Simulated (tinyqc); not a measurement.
The basis set: RHF and MP2 along a ladder of basis sets, for BH2+, spin multiplicity 1. Computed by the program tinyqc with PySCF. Same geometry throughout; the dipole is taken about the origin.

Geometry (angstrom):
```
atom       x        y       z
B     0.0000   0.0000  0.0000
H     0.0000   1.0050  0.4550
H     0.0000  -1.0500  0.4750
```

RHF and frozen-core MP2 in a ladder of bases:
```
basis        functions  E(RHF) (hartree)  E(MP2 corr) (hartree)  HOMO (eV)  LUMO (eV)  dipole (debye)
sto-3g               7        -25.135893              -0.026521   -24.3759    -6.6544          0.5826
3-21g               13        -25.283602              -0.035810   -24.2254    -7.8565          0.4974
6-31g**             24        -25.438077              -0.058697   -24.1187    -7.6409          0.4213
cc-pvdz             24        -25.435367              -0.055585   -24.0917    -7.7449          0.4094
aug-cc-pvdz         41        -25.436337              -0.057308   -24.0891    -7.7499          0.4000
cc-pvtz             58        -25.444059              -0.069756   -24.1263    -7.7367          0.4066
```

Estimate the missing row, basis = 6-31g.

Computed row:
```
basis  functions  E(RHF) (hartree)  E(MP2 corr) (hartree)  HOMO (eV)  LUMO (eV)  dipole (debye)
6-31g         13        -25.425913              -0.035385   -24.1426    -7.6624          0.4091
```

From cc-pVDZ to cc-pVTZ the RHF energy falls by 8.7 mhartree and the correlation energy by 14.2. If valence correlation converges as X^-3, (27 E(T) - 8 E(D))/19 gives -0.0757 hartree, a rough estimate from such small X that usually falls short; STO-3G holds about 35 % of it. Beyond STO-3G the LUMO moves by 0.2 eV and the HOMO by 0.1 eV.
